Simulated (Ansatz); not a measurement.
**Molecular dynamics of C2H7Si**

input.yaml

```yaml
crystal:
  periodic: [false, false, false]
  atoms:
    - { symbol: C, position_ang: [-1.3409, 0.156049, -1.080572] }
    - { symbol: Si, position_ang: [0.370991, 0.41691, -0.434331] }
    - { symbol: C, position_ang: [0.674714, -0.499339, 1.179971] }
    - { symbol: H, position_ang: [-1.599549, -0.655885, -1.744027] }
    - { symbol: H, position_ang: [-2.174594, 0.782772, -0.80025] }
    - { symbol: H, position_ang: [0.589478, 1.864735, -0.214467] }
    - { symbol: H, position_ang: [1.345902, -0.051569, -1.445352] }
    - { symbol: H, position_ang: [0.541492, -1.571122, 1.052979] }
    - { symbol: H, position_ang: [-0.013188, -0.167266, 1.954012] }
    - { symbol: H, position_ang: [1.688753, -0.326486, 1.535038] }
magnetization:
  spin_polarized: true
  initial_magnetization: 1
basis:
  gaussian: { orbitals: "6-31G*" }
hamiltonian:
  xc: { name: BHLYP }
  dispersion: d4
md:
  timestep: 0.5
  n_steps: 100
  ensemble: nvt_nose_hoover
  temperature: 400.0
  initial_velocities: maxwell_boltzmann
  seed: 432834
  nose_hoover: { tau: 300.0, chain_length: 5 }
```

Run as:

```bash
$ ansatz run input.yaml --threads 1 --pin off --max-ram 2048MiB --backend cpu --events-out ev --progress --plain --runs-dir out
```

It starts from a relaxed structure.

Output, in part (step lines, the closing report, with atoms numbered from 0):

```
md step     0: t =     0.00 fs  T =   400.0 K  F+E_penalty+E_count = -10062.70520961 eV  E_kin = 0.413632 eV  conserved = -10062.29157761 eV  (26 SCF iters)
[... lines left out ...]
Total energy: -10062.48631780 eV, -369.7895515811 hartree
Atom 0 at    -1.314730     0.155600    -1.123706 Å, force    -1.767984     0.304083    -1.438178 eV/Å
Atom 1 at     0.318895     0.419886    -0.413036 Å, force     1.141267    -0.440578     0.892905 eV/Å
Atom 2 at     0.730534    -0.527140     1.192861 Å, force    -1.010137     0.147618     0.404434 eV/Å
Atom 3 at    -1.547622    -0.659064    -1.832511 Å, force     0.262208     0.398868     0.720641 eV/Å
Atom 4 at    -2.060408     0.968440    -1.214001 Å, force     0.530467    -0.640654     0.304541 eV/Å
Atom 5 at     0.576376     1.848598    -0.111802 Å, force    -0.156989    -0.015442    -0.081281 eV/Å
Atom 6 at     1.338627    -0.012317    -1.399542 Å, force    -0.032447     0.030435    -0.065389 eV/Å
Atom 7 at     0.359722    -1.563104     1.332359 Å, force     0.489115     0.634568    -0.530896 eV/Å
Atom 8 at     0.387428     0.011181     2.083216 Å, force    -0.143941     0.053406    -0.303515 eV/Å
Atom 9 at     1.798712    -0.464845     1.247257 Å, force     0.688441    -0.472305     0.096737 eV/Å
Dipole moment:    -0.133735    -0.044627     0.006153 e Å
```

The steps, from the saved trajectory:

| time (fs) | T (K) | potential energy less start (eV) | conserved less start (meV/atom) |
| --- | --- | --- | --- |
| 0.0 | 400 | 0.000 | 0.00 |
| 1.5 | 338 | 0.065 | 0.12 |
| 3.0 | 279 | 0.127 | 0.17 |
| 4.5 | 278 | 0.126 | 0.04 |
| 6.0 | 212 | 0.195 | 0.11 |
| 7.5 | 141 | 0.269 | 0.20 |
| 9.0 | 160 | 0.249 | 0.11 |
| 10.5 | 174 | 0.234 | 0.03 |
| 12.0 | 109 | 0.303 | 0.17 |
| 13.5 | 103 | 0.308 | 0.15 |
| 15.0 | 148 | 0.262 | 0.05 |
| 16.5 | 130 | 0.280 | 0.13 |
| 18.0 | 132 | 0.279 | 0.19 |
| 19.5 | 219 | 0.188 | 0.09 |
| 21.0 | 277 | 0.128 | 0.03 |
| 22.5 | 248 | 0.160 | 0.16 |
| 24.0 | 260 | 0.147 | 0.12 |
| 25.5 | 279 | 0.126 | 0.05 |
| 27.0 | 228 | 0.180 | 0.13 |
| 28.5 | 199 | 0.210 | 0.18 |
| 30.0 | 238 | 0.169 | 0.07 |
| 31.5 | 232 | 0.176 | 0.05 |
| 33.0 | 164 | 0.247 | 0.18 |
| 34.5 | 161 | 0.250 | 0.11 |
| 36.0 | 160 | 0.251 | 0.06 |
| 37.5 | 103 | 0.311 | 0.16 |
| 39.0 | 99 | 0.315 | 0.19 |
| 40.5 | 173 | 0.237 | 0.06 |
| 42.0 | 195 | 0.215 | 0.06 |
| 43.5 | 169 | 0.243 | 0.18 |
| 45.0 | 206 | 0.203 | 0.08 |
| 46.5 | 216 | 0.193 | 0.06 |
| 48.0 | 164 | 0.248 | 0.17 |
| 49.5 | 171 | 0.241 | 0.17 |

All steps were run. The conserved energy stayed within 0.2 meV per atom of its start (net change 0.13 meV per atom), so the integration is sound. The mean temperature of the second half is 54 % below the set value. A run of 0.05 ps of so small a system gives no equilibrium averages.

The same pairs are bonded in the first frame and the last. Pairs count as bonded within 1.25 times the sum of covalent radii (0.12 Å more for H–H).

Last frame:

```xyz
10
Properties=species:S:1:pos:R:3
C -1.315 0.156 -1.124
Si 0.319 0.420 -0.413
C 0.731 -0.527 1.193
H -1.548 -0.659 -1.833
H -2.060 0.968 -1.214
H 0.576 1.849 -0.112
H 1.339 -0.012 -1.399
H 0.360 -1.563 1.332
H 0.387 0.011 2.083
H 1.799 -0.465 1.247
```

The run took 5 min on 1 thread of Arm Neoverse V2 (shared host), peak memory 0.15 GiB.
